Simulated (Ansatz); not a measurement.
# CHSi (quartet): wave-function methods side by side, def2-TZVPP

One table from this session's results is given with a row withheld; the runs are named, their logs left out.

Method: def2-TZVPP, core rule «outside noble gas», up to 6 orbitals frozen; program: Ansatz 0.2.0, Gaussian basis.

The runs, in order: UHF; ROHF; CCSD(T) on UHF.

2 further runs of the same task are left out: 2 set aside as unsound or not needed.

## What is computed

The geometry is a PBE0/def2-TZVP stationary point (not a proven minimum) of the parent state, kept for this charge and spin.

3 atoms, charge 0, spin multiplicity 4.

Atoms are counted from 1 here; the program's logs count them from 0.

Bond lengths: Si1–C2 1.726 Å, Si1–H3 1.500 Å. Angles: C2–Si1–H3 180.0°.

Set-up of the first run:

The input, in.yaml:

```yaml
crystal:
  periodic: [false, false, false]
  atoms:
    - {symbol: Si, position_ang: [0.000000, 0.000000, 0.075579]}
    - {symbol: C, position_ang: [0.000000, 0.000000, -1.650691]}
    - {symbol: H, position_ang: [0.000000, 0.000000, 1.575112]}
basis:
  gaussian: {orbitals: def2-TZVPP}
magnetization: {spin_polarized: true, initial_magnetization: 3}
hamiltonian: {xc: hf}
output: {orbitals: {seedname: orbitals}}
```

Run with:

```
$ ansatz run in.yaml --threads 1 --pin off --events-out ev --progress --plain --max-ram 4096MiB --backend cpu
```

Steps of the session up to this table: UHF; ROHF; CCSD(T) on UHF.

One of the session's tables, all rows but one given; the rest of the session is left out.

```
  method  from UCCSD(T) (kcal/mol)
    ROHF                         ?
     UHF                   +146.75
    UMP2                    +29.57
   UCCSD                     +7.40
UCCSD(T)                         0
```

Q: Estimate the row for ROHF from the others.

The run gave: from UCCSD(T) (kcal/mol): +151.35. In the column «from UCCSD(T) (kcal/mol)» it is the highest.
